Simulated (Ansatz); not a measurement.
Molecule: formamide, CH$_{3}$NO, net charge 0, singlet state. SMILES: NC=O
Structure (B3LYP-D3(BJ)/def2-TZVP (Ansatz, a program for electronic structure) minimum search):
```
C
O 1 1.2093
N 1 1.3564 2 124.95
H 3 1.0045 1 121.30 2 180.00
H 3 1.0072 4 119.31 1 180.00
H 1 1.1056 2 122.73 3 180.00
```
Charge 0, spin multiplicity 1.

Quantity: atomisation energy (electronic, to ground-state atoms), in kcal/mol. Correlated levels leave the core frozen unless marked. Open shells are spin-unrestricted. No spin-orbit coupling. Non-relativistic. The coupled-cluster limit lacks core correlation, which all-electron functionals hold. Basis-set limits of correlation are two-point, X^-3; Hartree-Fock from the larger set. [CCSD(T)-MP2]/basis is that difference in the basis named.

```
level                        program  atomisation energy (kcal/mol)
--------------------  --------------  -----------------------------
revPBE-D4/def2-TZVPD  Ansatz + dftd4                          573.8
```

Estimate the value at RI-MP2/CBS(aug-cc-pVTZ,aug-cc-pVQZ)+[CCSD(T)-MP2]/aug-cc-pVTZ as computed with Ansatz.

567.2 kcal/mol, so revPBE-D4/def2-TZVPD differs from it by 6.6 kcal/mol.
